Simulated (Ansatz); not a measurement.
Ti₃Cd (Pm-3m)

Level of theory: Ansatz, DFT r2SCAN, scalar-relativistic, plane waves, PAW.

Plane waves to 500 eV, a k mesh through Γ of 10×10×10 on the computed 4-atom cell and Gaussian smearing (0.10 eV); no spin polarisation.

The structure is relaxed at this level of theory with its symmetry kept. Whether it is the stable form of this composition wasn't checked.

```
Ti Cd
1.0
     4.13474    0.00000    0.00000
     0.00000    4.13474    0.00000
     0.00000    0.00000    4.13474
Ti Cd
3 1
Cartesian
  0.0000 2.0674 2.0674
  2.0674 0.0000 2.0674
  2.0674 2.0674 0.0000
  0.0000 0.0000 0.0000
```

```
Space group                                                       : Pm-3m (No. 221)
Volume per atom                                                   : 17.67 Å³
Formation energy from the elements' standard states (uncorrected) : +0.032 eV/atom
Generalised Kohn–Sham band gap                                    : none (metal)
Density of states at the Fermi level                              : 4.44 states/eV per cell
Löwdin character within 0.5 eV of the Fermi level                 : Ti 3d 89 %, unprojected 6 %
Bulk modulus                                                      : 110 GPa
Its pressure derivative                                           : 3.9
Bader charges (e)                                                 : Ti (3 in the cell) 0.56, Cd (1 in the cell) -1.69
```